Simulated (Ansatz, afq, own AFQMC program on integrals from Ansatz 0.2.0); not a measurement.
Two steps: Ansatz 0.2.0 writes the Fock matrix and Cholesky factors of the valence space, and afq projects on them the lowest state that overlaps trial and start.

```yaml
crystal:
  periodic: [false, false, false]
  atoms:
    - {symbol: C, position_ang: [-0.109201, -0.395712, 1.504659]}
    - {symbol: C, position_ang: [0.395766, 0.628882, 0.496282]}
    - {symbol: Al, position_ang: [-0.458579, 0.674691, -1.296044]}
    - {symbol: Br, position_ang: [0.361157, 2.249298, -2.745285]}
    - {symbol: H, position_ang: [0.439549, -0.334295, 2.459055]}
    - {symbol: H, position_ang: [0.002400, -1.427292, 1.134545]}
    - {symbol: H, position_ang: [-1.176449, -0.252529, 1.736855]}
    - {symbol: H, position_ang: [0.296934, 1.661637, 0.880964]}
    - {symbol: H, position_ang: [1.474924, 0.498220, 0.288768]}
basis:
  gaussian: {orbitals: def2-SVP}
magnetization: {spin_polarized: true, initial_magnetization: 1}
correlation: {method: ccsd_t, electrons: outside_noble_gas, hamiltonian_folder: ham}
```

```sh
$ ansatz run in.yaml --threads 1 --pin off --events-out ev --progress --plain --max-ram 24576MiB --backend cuda --devices 0, --max-vram 18GiB
```

afq runs on the folder ham with

```
--method phaseless --trial cisd --walkers 2400 --populations 20 --least-time 60 --time-step 0.005 --steps-per-block 50 --equilibration-blocks 28 --max-blocks 4000 --target-error 0.00029 --factor-cut 1e-05 --start spin_pure --seed 6984 --release-times 0.21,0.42,0.63,0.9 --release-step 0.03 --release-every 5 --taylor-order 6
```

Times are imaginary, in 1/Eh. The walk had a cap of 262 s. With eight or more populations the least sampling time is a fifth of least-time, and the error comes from their spread. Filled inner d shells are frozen with the cores.

Output of the walk:

```
orbitals 82  electrons 12 11  factors 693 of 1017
reference energy -2892.57821808 Eh
CCSD correlation -0.49726851 Eh in 12 cycles, weight of the determinant in the CISD state 0.8156
energy of the start -2893.075051 Eh
 block  time / (1/Eh)  mean weight  energy / Eh
     1     0.250  0.9996  -2893.058852
     2     0.500  1.0000  -2893.065290
     3     0.750  0.9997  -2893.072927
     4     1.000  0.9996  -2893.078492
     5     1.250  1.0000  -2893.083153
     8     2.000  1.0005  -2893.087987
    11     2.750  1.0001  -2893.091202
    14     3.500  1.0000  -2893.092620
    17     4.250  0.9998  -2893.093741
    20     5.000  0.9999  -2893.092178
    23     5.750  0.9997  -2893.089746
    26     6.500  1.0004  -2893.090267
    29     7.250  1.0002  -2893.089080
    32     8.000  0.9993  -2893.090669
    35     8.750  1.0004  -2893.089205
    38     9.500  0.9993  -2893.092058
    41    10.250  1.0001  -2893.090156
    44    11.000  0.9995  -2893.089087
    46    11.500  0.9999  -2893.088095
    47    11.750  1.0002  -2893.090024
    50    12.500  0.9997  -2893.093008
    51    12.750  0.9996  -2893.094418
    53    13.250  0.9999  -2893.091122
    56    14.000  1.0002  -2893.091845
    59    14.750  1.0002  -2893.092880
    62    15.500  0.9992  -2893.090392
    65    16.250  1.0001  -2893.090152
    68    17.000  1.0000  -2893.090875
    71    17.750  0.9996  -2893.092442
    74    18.500  1.0003  -2893.091846
    77    19.250  0.9999  -2893.092098
    78    19.500  1.0004  -2893.091344
error from the spread of 20 populations
released: time / (1/Eh)  energy / Eh  error  mean overlap
  0.21  -2893.091183  0.000474  1.0035
  0.42  -2893.091381  0.000416  1.0022
  0.63  -2893.091419  0.000474  1.0056
  0.90  -2893.091899  0.000506  0.9951
energy -2893.090942 +/- 0.000306 Eh
(rows thinned)
```

The run passed its tests (sampling time, drift between the halves within three errors, error under three times the target), which doesn't prove that it has relaxed, ending at its cap on processor time. The second half of the sampling lies below the first by 2.1 errors of their difference, so the energy may still be moving and its error bar be too small.

Against this walk (error 8.3 meV) on the same determinant: CCSD(T) 35.0 meV higher. The error is statistical and leaves out the bias of the constraint. Released to 0.90 1/Eh the energy moves by -26 ± 16 meV (both errors), within twice the noise.

Cautions: constraint bias not in the error; error above the target (8.3 against 7.9 meV); no relativity below Rb; no spin-orbit coupling; inner d shell frozen.

The walk took 4.4 min on 1 × NVIDIA H100 80GB HBM3 with 2 threads of AMD EPYC 7R13 Processor (Zen 3), on a shared host (the card was shared). The log's last line is the phaseless energy.
